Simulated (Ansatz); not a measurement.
# CH₄Si (singlet): from Hartree-Fock to the top rungs at scale of all distances = 1.744, cc-pVDZ

The task here is to estimate one member of a computed series from the others.

Method: cc-pVDZ, core rule «outside noble gas», up to 6 orbitals frozen; program: Ansatz 0.2.0, Gaussian basis.

Plan: UHF; CCSD(T) on RHF; BCCD(T) on RHF; CISD; CCSDT(Q) on RHF; CCSDT(Q) on UHF; CASSCF and MRCISD+Q, 2 electrons in 2 orbitals; CASSCF and NEVPT2, 2 electrons in 2 orbitals; CASSCF and MRCISD+Q, 8 electrons in 8 orbitals; CASSCF and NEVPT2, 8 electrons in 8 orbitals.

21 further runs of the same task are left out: 1 for a mislabelled method, 18 that didn't finish, 2 set aside as unsound or not needed.

## What is computed

The geometry derives from a PBE0/def2-TZVP stationary point (not a proven minimum). All distances are scaled together.

6 atoms, charge 0, spin multiplicity 1.

Atoms are counted from 1 here; the program's logs count them from 0.

No contacts short enough for the rule that draws bonds.

The first run:

Contents of in.yaml:

```yaml
crystal:
  periodic: [false, false, false]
  atoms:
    - {symbol: Si, position_ang: [0.000000, 0.000000, 0.924127]}
    - {symbol: C, position_ang: [0.000000, 0.000000, -2.038546]}
    - {symbol: H, position_ang: [0.000000, 2.170331, 2.315383]}
    - {symbol: H, position_ang: [0.000000, -2.170331, 2.315383]}
    - {symbol: H, position_ang: [0.000000, 1.600068, -3.044691]}
    - {symbol: H, position_ang: [0.000000, -1.600068, -3.044691]}
basis:
  gaussian: {orbitals: cc-pVDZ}
magnetization: {spin_polarized: true, initial_magnetization: 0}
hamiltonian: {xc: hf}
output: {orbitals: {seedname: orbitals}}
```

Launch:

```console
$ ansatz run in.yaml --threads 1 --pin off --events-out ev --progress --plain --max-ram 2393MiB
```

Among the steps run: UHF; CCSD(T) on RHF; BCCD(T) on RHF; CISD; CCSDT(Q) on RHF; CCSDT(Q) on UHF; CASSCF and MRCISD+Q, 2 electrons in 2 orbitals; CASSCF and NEVPT2, 2 electrons in 2 orbitals; CASSCF and MRCISD+Q, 8 electrons in 8 orbitals; CASSCF and NEVPT2, 8 electrons in 8 orbitals.

One table of the session follows, with a row left open; its other results are not shown here.

It belongs to the step «Misses and costs». 

| method | from RCCSDT(Q) (meV) |
| --- | --- |
| RHF | +10382.5 |
| RMP2 | +3408.8 |
| CISD | +2688.5 |
| RCCSD | +677.1 |
| RCCSD(T) | +113.3 |
| BCCD(T) | +116.7 |
| RCCSDT | +20.3 |
| RCCSDT(Q) | 0 |
| CASSCF frontier | +4726.9 |
| NEVPT2 frontier | ? |
| MRCISD frontier | +467.1 |
| MRCISD+Q frontier | -6.3 |

**Question.** Estimate the row for NEVPT2 frontier.

The run gave: from RCCSDT(Q) (meV): +1317.2. In the column «from RCCSDT(Q) (meV)» it lies between RCCSD (+677.1) and CISD (+2688.5).

Not comparable, so not listed: CCSDT(Q) on UHF (they don't share determinant, frozen orbitals or solution with the rows shown, or repeat one).

Limits of these values: Left out of the table: CASSCF pair, NEVPT2 pair, MRCISD pair, MRCISD+Q pair (the active space lost an orbital or holds another state than full CI finds). Warnings in the runs' records: passed over end.
